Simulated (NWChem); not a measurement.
Species: hydrogen cyanide (CHN); SMILES C#N

```xyz
3

C      0.0000     0.0000    -0.4965
N      0.0000     0.0000     0.6491
H      0.0000     0.0000    -1.5651
```
Atoms are numbered in this order, from 1.

Program: NWChem. Pople sets run with spherical d functions. Structure relaxed at the PBE0-D3(BJ)/def2-TZVP level.

Problem. Among these, which level gives the lowest value of “dipole (D)”?
(A) TPSS/6-311++G**
(B) TPSS/6-311G**
(C) TPSS/STO-3G
(D) TPSS/3-21G

Solution. C, TPSS/STO-3G. Values: TPSS/STO-3G 2.26; TPSS/3-21G 2.69; TPSS/6-311G** 2.89; TPSS/6-311++G** 2.99
